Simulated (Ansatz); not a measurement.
# CH3F, SMILES CF: an active-space calculation

Program: the Ansatz DFT code, driven from Python.

`cas_ch3f.py`
```python
# -*- coding: utf-8 -*-
"""Active-space calculation on CH3F."""

import ansatz
from rdkit import Chem
from rdkit.Chem import AllChem

BASIS_SET = "def2-SVP"

# a force-field geometry from the SMILES
rd = Chem.AddHs(Chem.MolFromSmiles("CF"))
AllChem.EmbedMolecule(rd, randomSeed=704)
AllChem.UFFOptimizeMolecule(rd)
system = ansatz.Crystal.molecule()
for atom, xyz in zip(rd.GetAtoms(), rd.GetConformer().GetPositions()):
    system = system.atom(atom.GetSymbol(), xyz.round(5).tolist())

calculation = (
    system.calculation()
    .basis(gaussian=BASIS_SET)
    .correlation(active_electrons=4, active_orbitals=4)
)
for method in ["sc_nevpt2"]:
    data = (calculation if method is None else calculation.correlation(method)).run(threads=1).report
    space = data["configurations"]
    state = space["states"][0]
    print(method or "casscf", f"total {data['free_energy_ev'] / 27.211386246:.6f} Ha, active-space state {state['energy']['hartree']:.6f} Ha, mean field {data['reference_energy_ev'] / 27.211386246:.6f} Ha")
    print("  determinants", state["n_determinants"], " natural occupations", [round(n, 3) for n in space["natural_occupations"]])
```

Running `python cas_ch3f.py` prints:
```text
RunWarning: the results are in doubt because another end's mean lies 0.259 eV lower, and its corrected mean 0.220 eV higher
sc_nevpt2 total -139.259810 Ha, active-space state -138.971038 Ha, mean field -138.928472 Ha
  determinants 36  natural occupations [1.981, 1.976, 0.024, 0.019]
```
(Warnings from the package without file and line.)

What to keep in mind:
- Total energies depend on the basis set; only differences at equal settings carry meaning.
- The geometry is a force-field or estimated start, not a minimum of this method, and the basis set is short of its limit. The active space starts as a window about the frontier orbitals and is then optimised, not chosen by chemistry.
- A lower CASSCF solution was found and passed over, so the printed active-space state isn't the lowest.
- Run time: 2.6 s on 1 thread of Arm Neoverse V2, with other jobs on the host, peak memory 0.2 GiB.

(Lines on the test bed's own set-up are left out of the output.)
